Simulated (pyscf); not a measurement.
PySCF, gas phase, ωB97X-D3(BJ)/def2-SVP geometries. MP2 and CC: frozen core, UHF for open shells. ΔMP2 is the change of the MP2 total energy from the triple- to the quadruple-zeta basis.

Task: Al–Cl (SMILES [Al][Cl]) [singlet] + H₂O (SMILES O) → HO–Al (SMILES [OH][Al]) [singlet] + HCl (SMILES Cl)
Surface: singlet. Broken: Al–Cl, H–O. Formed: Al–O, Cl–H. Give ΔE‡ and ΔE from CCSD(T)/def2-TZVPP, relative to the separated reactants.

Result: ΔE‡ = 38.9 kJ/mol, ΔE = +30.5 kJ/mol. CCSD(T)/def2-TZVPP + ΔMP2(QZVPP) gives 39.3 kJ/mol and +31.7 kJ/mol. Zero-point energy shifts the barrier by -7.4 kJ/mol. It is a four-centre exchange, with an imaginary mode of 530i cm⁻¹. On the reactant side the descent ends in an adduct with a Al–O contact, 42.4 kJ/mol under the separated species and 74.0 kJ/mol under the saddle at ωB97X-D3(BJ)/def2-TZVP. On the product side the descent ends in a complex, 24.1 kJ/mol under the separated species and 16.5 kJ/mol under the saddle at ωB97X-D3(BJ)/def2-TZVP. What is counted as formed (Al–O) is already present as a longer contact in the reactant adduct; forming that adduct is a step of its own. This is the saddle that the search found; another between the same sides may lie lower. The CCSD(T) − MP2 part came from Ansatz, without density fitting, on the same reference.
